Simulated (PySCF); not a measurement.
Gas-phase reaction: 4 SiHCl2 + O2 ⇌ 4 SiCl2 + 2 H2O

Method: PySCF energies (xtb for GFN2) plus ideal-gas RRHO corrections (1 bar). † marks an energy on the PBE0/def2-TZVP geometry and frequencies; other levels use their own. CCSD(T) freezes the core. Open shells (unrestricted): SiHCl2 (multiplicity 2), O2 (multiplicity 3); the rest are closed-shell singlets. GFN2 has no spin-polarisation term. SiHCl2: computed as isolated molecules; such fragments, hydroxides, amides, oligomers or adducts are transient or little studied in the gas. CCSD(T) isn't extrapolated to the basis-set limit; its ΔH°(298 K) is -479.2 kJ in def2-SVP and -532.1 kJ in def2-TZVPP. The harmonic model lacks anharmonicity and excited electronic states, which grow with temperature; levels with a mode under 35 cm⁻¹ are left out.

ΔH° and ΔS° at 298 K: CCSD(T)/def2-SVP† -479 kJ, 113 J/K; GFN2-xTB -671 kJ, 105 J/K; HF/def2-TZVP† -269 kJ, 113 J/K; PBE/def2-TZVP† -466 kJ, 113 J/K; LDA/def2-TZVP† -511 kJ, 113 J/K.

**Question.** With the heat capacities included, give log10 K (1 bar) at 500, 600, 1200, 1800, 2000 K from CCSD(T)/def2-SVP†, GFN2-xTB, HF/def2-TZVP†, PBE/def2-TZVP†, LDA/def2-TZVP†.

**Answer.** 
| T (K) | CCSD(T)/def2-SVP† | GFN2-xTB | HF/def2-TZVP† | PBE/def2-TZVP† | LDA/def2-TZVP† |
|---|---|---|---|---|---|
| 500 | 56.0 | 75.6 | 34.0 | 54.7 | 59.3 |
| 600 | 47.7 | 63.9 | 29.3 | 46.5 | 50.4 |
| 1200 | 26.5 | 34.2 | 17.3 | 25.9 | 27.9 |
| 1800 | 19.2 | 24.1 | 13.1 | 18.8 | 20.1 |
| 2000 | 17.7 | 22.1 | 12.2 | 17.3 | 18.5 |
